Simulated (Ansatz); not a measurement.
Task: a single point from an input written key by key of C4H8F2, SMILES CC(C)(F)CF, with Ansatz 0.2.0, Python API. Give the script and its output. Settings: wB97X-V, cc-pVDZ basis, multiplicity 1.

Input file `input.yaml`:
```yaml
crystal:
  periodic: [false, false, false]
  atoms:
    - { symbol: C, position_ang: [1.3142, -0.5508, 0.3609] }
    - { symbol: C, position_ang: [0.0578, -0.0678, -0.3549] }
    - { symbol: C, position_ang: [-0.1396, 1.4307, -0.1644] }
    - { symbol: F, position_ang: [0.2422, -0.2959, -1.6902] }
    - { symbol: C, position_ang: [-1.1636, -0.8597, 0.1064] }
    - { symbol: F, position_ang: [-2.2893, -0.3679, -0.4812] }
    - { symbol: H, position_ang: [1.4776, -1.6177, 0.1744] }
    - { symbol: H, position_ang: [2.1987, -0.0262, -0.0162] }
    - { symbol: H, position_ang: [1.2504, -0.3922, 1.4422] }
    - { symbol: H, position_ang: [-0.2997, 1.6862, 0.888] }
    - { symbol: H, position_ang: [-0.9985, 1.7855, -0.7439] }
    - { symbol: H, position_ang: [0.7332, 1.9839, -0.5278] }
    - { symbol: H, position_ang: [-1.081, -1.9114, -0.1833] }
    - { symbol: H, position_ang: [-1.3026, -0.7968, 1.19] }
basis:
  gaussian: { orbitals: cc-pVDZ }
hamiltonian:
  xc: { name: wB97X-V }
output:
  forces: true
```

`run_deck.py`:
```python
'''C4H8F2 through the session interface.'''

import ansatz as az
import numpy as np

session = az.Session.from_deck('input.yaml')
summary = session.plan(threads=1).execute().report

print(f'E = {summary["free_energy_ev"]:.6f} eV = {summary["free_energy_ev"] / 27.211386246:.7f} Ha')
print('converged:', summary['converged'], ' doubts:', summary['published_state_doubts'] or 'none')
symbols = ['C', 'C', 'C', 'F', 'C', 'F', 'H', 'H', 'H', 'H', 'H', 'H', 'H', 'H']
field = summary['mean_field']
print('<S^2> =', round(abs(field['state']['spin_squared']), 4), ' all-electron relativity setting:', field['relativity'])
print('passes:', field['passes'])
if 'symmetry' in field:
    print('occupied orbitals by irrep:', field['symmetry']['occupied'])

forces = np.array(summary['forces_ev_ang'])
print('largest force', round(float(np.linalg.norm(forces, axis=1).max()), 4), 'eV/A, rms', round(float(np.sqrt((forces ** 2).mean())), 4))
charges = summary['charge_distribution']
dipole = np.array(charges['dipole_moment_e_ang']) * 4.803205
print('dipole (D): {:.3f} {:.3f} {:.3f}, length {:.3f}'.format(*dipole, np.linalg.norm(dipole)))
print('atom  Mulliken   Lowdin')
for symbol, m, l in zip(symbols, charges['mulliken_charges_e'], charges['lowdin_charges_e']):
    print(f'{symbol:4s} {m:9.3f} {l:8.3f}')
```

```console
$ python run_deck.py
E = -9709.898353 eV = -356.8321829 Ha
converged: True  doubts: none
<S^2> = 0.0  all-electron relativity setting: none
passes: {'evaluations': 15, 'products': 12}
occupied orbitals by irrep: [{'A': 25}, {'A': 25}]
largest force 1.499 eV/A, rms 0.3914
dipole (D): 1.187 -0.146 2.115, length 2.430
atom  Mulliken   Lowdin
C        0.013    0.022
C       -0.100   -0.347
C        0.022    0.022
F       -0.221    0.185
C        0.296   -0.089
F       -0.229    0.149
H        0.030    0.011
H        0.037    0.014
H        0.026    0.013
H        0.023    0.013
H        0.042    0.009
H        0.030    0.011
H        0.021   -0.007
H        0.011   -0.007
```

The settings weren't tested for convergence. The geometry is a force-field or estimated start, not a minimum of this method, and the basis set is short of its limit. The Löwdin charges here are taken after orthogonalising the functions within each atom; they differ from plain Löwdin charges, and their signs can be unphysical. Hardware and time: 24 s on 1 thread of Arm Neoverse V1, on a shared host, peak memory 0.42 GiB.

(Lines on the test bed's own set-up are left out of the output.)
